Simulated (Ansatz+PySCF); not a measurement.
A calculation with PySCF 2.14.0.

```python
from pyscf import gto, scf, mp

mol = gto.M(atom="""
C -0.005270 -0.321030 -2.538810
C 0.001970 0.518340 -1.287100
C -0.004980 -0.320670 0.003940
C -0.009930 0.518320 1.277640
C 0.009170 -0.317100 2.544360
H 0.003580 0.303000 -3.443720
H 0.893910 -0.974280 -2.590010
H -0.896580 -0.973980 -2.593890
H -0.876790 1.194720 -1.276710
H 0.885790 1.182050 -1.267050
H 0.890000 -0.984780 -0.000620
H -0.888270 -0.987770 0.002800
H -0.883070 1.178240 1.280170
H 0.879650 1.183900 1.284050
H 0.003170 0.304950 3.458400
H -0.891580 -0.972130 2.606210
H 0.893490 -0.965470 2.602170
""", basis='def2-svp', charge=0, spin=0)
mf = scf.RHF(mol)
mf.kernel()
pt = mp.MP2(mf, frozen=5).run()
print(mf.e_tot, pt.e_corr, pt.e_tot)
```

The script is written out from the run's settings.

The run gave:

```
Converged          : yes
Reference energy   : -196.19439 hartree
Correlation energy : -0.73233 hartree
Total energy       : -196.92672 hartree
```
